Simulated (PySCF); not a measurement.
System (SMILES): FB(F)F.
Geometry (B3LYP-D3(BJ)/def2-TZVP, fixed):
```
B
F 1 1.3156
F 1 1.3156 2 120.00
F 1 1.3156 2 120.00 3 -180.00
```

Basis-set convergence of the mean static polarisability at PBE with PySCF. All functions are spherical. Density fitting with generated auxiliary sets. No added dispersion term, no relativity. Reference: the value in d-aug-cc-pVTZ, 17.37 bohr³, itself unsure by roughly 0.6 % (its mean distance from aug-cc-pVQZ, aug-pcseg-2, aug-cc-pVTZ). Deviations are taken from unrounded values.

```csv
basis,functions,mean static polarisability (bohr³)
cc-pVDZ,56,11.96
aug-cc-pVDZ,92,16.89
def2-SVP,56,11.51
def2-SVPD,89,17.05
pcseg-1,56,11.91
aug-pcseg-1,92,17.22
6-311G**,72,12.23
6-311+G**,88,14.67
cc-pVTZ,120,14.46
aug-cc-pVTZ,184,17.24
pcseg-2,120,14.74
aug-pcseg-2,184,17.26
def2-TZVPP,124,15.21
def2-TZVPPD,157,17.31
cc-pVQZ,220,15.86
aug-cc-pVQZ,320,17.31
def2-QZVPP,228,16.38
def2-QZVPPD,261,17.33
```

What the diffuse functions change, pair by pair:
- cc-pVDZ to aug-cc-pVDZ: 36 more functions, deviation -31.2 to -2.8 %
- def2-SVP to def2-SVPD: 33 more functions, deviation -33.8 to -1.8 %
- pcseg-1 to aug-pcseg-1: 36 more functions, deviation -31.4 to -0.9 %
- 6-311G** to 6-311+G**: 16 more functions, deviation -29.6 to -15.5 %
- cc-pVTZ to aug-cc-pVTZ: 64 more functions, deviation -16.8 to -0.8 %
- pcseg-2 to aug-pcseg-2: 64 more functions, deviation -15.1 to -0.6 %
- def2-TZVPP to def2-TZVPPD: 33 more functions, deviation -12.5 to -0.3 %
- cc-pVQZ to aug-cc-pVQZ: 100 more functions, deviation -8.7 to -0.4 %
- def2-QZVPP to def2-QZVPPD: 33 more functions, deviation -5.7 to -0.2 %

They bring the value nearer the reference by more than 0.6 % in 9 of 9 pairs.
